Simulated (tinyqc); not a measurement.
Worked calculation (part 2 of 2): RHF in the sto-3g basis, for H2O, spin multiplicity 1. Computed by tinyqc, a small Python program that keeps every step (integrals from PySCF). Command: `OMP_NUM_THREADS=1 python tinyqc.py 29374 29375 out.jsonl` (the two numbers bound the seeds that draw the settings). One thread of a shared host (Intel(R) Xeon(R) Processor @ 2.60GHz), about 0.09 s of CPU time with the checks.

Geometry (angstrom):
```
atom         x          y         z
O     0.000000   0.000000  0.000000
H     0.000000   0.740000  0.667000
H     0.000000  -0.740000  0.667000
```

## Iteration 29 (converged): orbitals

converged F (hartree):
```
             1O 1s      1O 2s     1O 2px     1O 2py     1O 2pz      2H 1s      3H 1s
1O 1s   -20.248206  -5.164531   0.000001   0.000000  -0.028641  -1.090946  -1.090946
1O 2s    -5.164531  -2.440625   0.000000   0.000000  -0.119339  -0.962462  -0.962462
1O 2px    0.000001   0.000000  -0.394787   0.000008  -0.000004   0.000000   0.000005
1O 2py    0.000000   0.000000   0.000008  -0.287430   0.000000  -0.367491   0.367493
1O 2pz   -0.028641  -0.119339  -0.000004   0.000000  -0.335198  -0.385522  -0.385521
2H 1s    -1.090946  -0.962462   0.000000  -0.367491  -0.385522  -0.536766  -0.386758
3H 1s    -1.090946  -0.962462   0.000005   0.367493  -0.385521  -0.386758  -0.536767
```

X:
```
                1          2          3         4          5          6         7
1O 1s   -0.312432   0.000000   0.750264  0.000000   0.622281   0.000000  0.147513
1O 2s    1.130167   0.000000  -0.318154  0.000000   0.325693   0.000000  0.411442
1O 2px   0.000000   0.000000   0.000000  1.000000   0.000000   0.000000  0.000000
1O 2py   0.000000   0.874822   0.000000  0.000000   0.000000   0.714368  0.000000
1O 2pz   0.572740   0.000000   0.652060  0.000000  -0.617005   0.000000  0.210970
2H 1s   -0.712158  -0.856623  -0.154820  0.000000  -0.126177   0.364772  0.378947
3H 1s   -0.712158   0.856623  -0.154820  0.000000  -0.126177  -0.364772  0.378947
```

Diagonalise F' = X^T F X, C = X C', fill 5 alpha and 5 beta electrons from the bottom; D = 2 C_occ C_occ^T. Each column has its largest component positive (the first on a tie).

F' = X^T F X (hartree):
```
           1          2          3          4          5          6          7
1   0.118992   0.000000   1.717230  -0.000006   1.248229  -0.000001   0.177718
2   0.000000   0.661455   0.000001   0.000011  -0.000001   0.129347   0.000000
3   1.717230   0.000001  -8.871518  -0.000003  -8.962021   0.000000  -3.623518
4  -0.000006   0.000011  -0.000003  -0.394787   0.000002   0.000004   0.000001
5   1.248229  -0.000001  -8.962021   0.000002  -9.899377   0.000000  -4.013999
6  -0.000001   0.129347   0.000000   0.000004   0.000000  -0.569647   0.000000
7   0.177718   0.000000  -3.623518   0.000001  -4.013999   0.000000  -2.750791
```

orbital energies (hartree): MO1 -20.256826, MO2 -1.258474, MO3 -0.583091, MO4 -0.468221, MO5 -0.394787, MO6 0.580828, MO7 0.674898

coefficients C:
```
              MO1        MO2        MO3        MO4        MO5        MO6        MO7
1O 1s    0.994242  -0.233724   0.000000   0.105950  -0.000003  -0.123020   0.000000
1O 2s    0.025656   0.845869   0.000001  -0.546401   0.000018   0.799470   0.000000
1O 2px   0.000000   0.000000  -0.000014   0.000024   1.000000  -0.000007   0.000011
1O 2py   0.000000   0.000000   0.620106   0.000000  -0.000002  -0.000001   0.943982
1O 2pz   0.004197   0.124094   0.000000   0.741704  -0.000012   0.782864   0.000001
2H 1s   -0.005468   0.154641   0.451370   0.301720   0.000003  -0.758737  -0.814326
3H 1s   -0.005468   0.154641  -0.451371   0.301718  -0.000027  -0.758738   0.814326
```

D after iteration 29:
```
            1O 1s      1O 2s     1O 2px     1O 2py     1O 2pz      2H 1s      3H 1s
1O 1s    2.108741  -0.460166  -0.000002   0.000000   0.107506  -0.019225  -0.019226
1O 2s   -0.460166   2.029414   0.000011   0.000002  -0.600386  -0.068388  -0.068388
1O 2px  -0.000002   0.000011   2.000000  -0.000021   0.000011   0.000008  -0.000028
1O 2py   0.000000   0.000002  -0.000021   0.769063  -0.000001   0.559794  -0.559797
1O 2pz   0.107506  -0.600386   0.000011  -0.000001   1.131082   0.485908   0.485904
2H 1s   -0.019225  -0.068388   0.000008   0.559794   0.485908   0.637427  -0.177514
3H 1s   -0.019226  -0.068388  -0.000028  -0.559797   0.485904  -0.177514   0.637427
```

## Convergence

Stop when the energy changes by less than 1e-08 hartree and every element of the error matrix X^T (F D S - S D F) X is below 3e-05.

Course of the cycle:
```
iteration   E (hartree)     change  largest element of the error matrix
1          -41.63172999          -                             1.07e+01
2          -74.13335138  -3.25e+01                             8.18e-01
3          -74.69055933  -5.57e-01                             5.05e-01
4          -74.87488369  -1.84e-01                             2.43e-01
5          -74.93329088  -5.84e-02                             1.15e-01
6          -74.95301747  -1.97e-02                             7.30e-02
7          -74.96022137  -7.20e-03                             4.57e-02
8          -74.96303183  -2.81e-03                             2.86e-02
9          -74.96418882  -1.16e-03                             1.81e-02
10         -74.96468616  -4.97e-04                             1.16e-02
11         -74.96490740  -2.21e-04                             7.57e-03
12         -74.96500850  -1.01e-04                             5.00e-03
13         -74.96505568  -4.72e-05                             3.35e-03
14         -74.96507807  -2.24e-05                             2.27e-03
15         -74.96508886  -1.08e-05                             1.55e-03
16         -74.96509411  -5.25e-06                             1.08e-03
17         -74.96509669  -2.59e-06                             7.68e-04
18         -74.96509798  -1.28e-06                             5.72e-04
19         -74.96509862  -6.44e-07                             4.27e-04
20         -74.96509895  -3.25e-07                             3.18e-04
21         -74.96509911  -1.65e-07                             2.37e-04
22         -74.96509920  -8.48e-08                             1.77e-04
23         -74.96509924  -4.37e-08                             1.32e-04
24         -74.96509926  -2.27e-08                             9.84e-05
25         -74.96509928  -1.18e-08                             7.33e-05
26         -74.96509928  -6.20e-09                             5.47e-05
27         -74.96509928  -3.26e-09                             4.08e-05
28         -74.96509929  -1.73e-09                             3.04e-05
29         -74.96509929  -9.17e-10                             2.27e-05
```

PySCF RHF in the same basis = -74.96509929 hartree

Converged in 29 iterations.

## Populations, bond orders and dipole

overlap S:
```
           1O 1s     1O 2s    1O 2px     1O 2py    1O 2pz     2H 1s      3H 1s
1O 1s   1.000000  0.236704  0.000000   0.000000  0.000000  0.049191   0.049191
1O 2s   0.236704  1.000000  0.000000   0.000000  0.000000  0.449543   0.449543
1O 2px  0.000000  0.000000  1.000000   0.000000  0.000000  0.000000   0.000000
1O 2py  0.000000  0.000000  0.000000   1.000000  0.000000  0.281943  -0.281943
1O 2pz  0.000000  0.000000  0.000000   0.000000  1.000000  0.254130   0.254130
2H 1s   0.049191  0.449543  0.000000   0.281943  0.254130  1.000000   0.264223
3H 1s   0.049191  0.449543  0.000000  -0.281943  0.254130  0.264223   1.000000
```

Mulliken: Z minus the diagonal of D S on the atom; Loewdin: the same with S^(1/2) D S^(1/2); Mayer order: 2 sum_s sum (D(s) S)_ij (D(s) S)_ji over the two atoms.

Charges (e):
```
atom   Mulliken    Loewdin
1O    -0.319703  -0.225060
2H     0.159852   0.112530
3H     0.159851   0.112530
```

Mayer bond orders:
```
pair     order
2-1   0.968803
3-1   0.968803
3-2   0.005644
```

dipole moment about the origin, x y z (debye): -0.000005  0.000000  1.722330
